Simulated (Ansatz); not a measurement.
Start from `C1OCO1` and change one atom or group to get `FC1OCO1`.

Ansatz, PBE0-D4/def2-TZVP geometries, multiplicity 1. 

| property | `C1OCO1` |
| --- | --- |
| HOMO energy (PBE0/def2-TZVPP) / eV | -7.28 |
| LUMO energy (B3LYP/def2-TZVPP) / eV | 0.69 |
| size of the dipole moment (PBE/def2-TZVPP) / D | 0.00 |
| HOMO–LUMO gap (B3LYP/def2-TZVPP) / eV | 7.78 |
| HOMO energy (PBE/def2-TZVPP) / eV | -5.71 |
| LUMO energy (PBE/def2-TZVPP) / eV | -0.12 |

Task: What does the change do to each property? (Best estimate.)

Result: Computed: 
| property | `FC1OCO1` | shift |
| --- | --- | --- |
| HOMO energy (PBE0/def2-TZVPP) / eV | -8.58 | -1.30 |
| LUMO energy (B3LYP/def2-TZVPP) / eV | 0.74 | 0.05 |
| size of the dipole moment (PBE/def2-TZVPP) / D | 1.75 | 1.75 |
| HOMO–LUMO gap (B3LYP/def2-TZVPP) / eV | 9.11 | 1.33 |
| HOMO energy (PBE/def2-TZVPP) / eV | -6.96 | -1.25 |
| LUMO energy (PBE/def2-TZVPP) / eV | -0.06 | 0.06 |

With PBE0 the HOMO falls by 1.30 eV and the LUMO rises by 0.06 eV, so the gap widens by about 1.36 eV. PBE moves the HOMO by -1.25 eV and ωB97M-V by -1.32 eV.

B3LYP here is the variant with VWN-RPA as its local correlation; programs differ in this.
